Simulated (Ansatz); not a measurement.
# CHNS: the cost of one run

Program: Ansatz 0.2.0. Level of theory: MP2 on Hartree-Fock, Gaussian basis cc-pV(T+d)Z. These are calculated values, not measurements.

## Step 1: The system as given

Bond lengths: H1–N2 1.000 Å, N2–C3 1.205 Å, C3–S4 1.570 Å. Angles: H1–N2–C3 131.0°, N2–C3–S4 174.0°.

Coordinates:

```xyz
4

H    -1.4323   -0.7224    0.0000
N    -0.4323   -0.7224    0.0000
C     0.3582    0.1870    0.0000
S     1.5064    1.2578    0.0000
```

## Step 2: Relaxing the atoms: CHNS

File input.yaml:

```yaml
relax:
  f_tol: 0.0002
  max_steps: 200
crystal:
  periodic: [false, false, false]
  atoms:
    - { symbol: H, position_ang: [-1.432332, -0.722397, 0.0] }
    - { symbol: "N", position_ang: [-0.432332, -0.722397, 0.0] }
    - { symbol: C, position_ang: [0.358219, 0.187028, 0.0] }
    - { symbol: S, position_ang: [1.506445, 1.257766, 0.0] }
basis:
  gaussian: { orbitals: "cc-pV(T+d)Z.json" }
hamiltonian:
  xc: hf
correlation:
  method: mp2
accuracy: high
```

On the command line:

```
$ ansatz run input.yaml --threads 4 --pin off --max-ram 6144MiB --backend cpu --events-out ev --progress --plain --runs-dir out
```

**Question.** How long does this run take on 4 threads of Arm Neoverse V1, shared host, and how much memory does it need?

About 22 s, with a peak of 0.47 GiB.
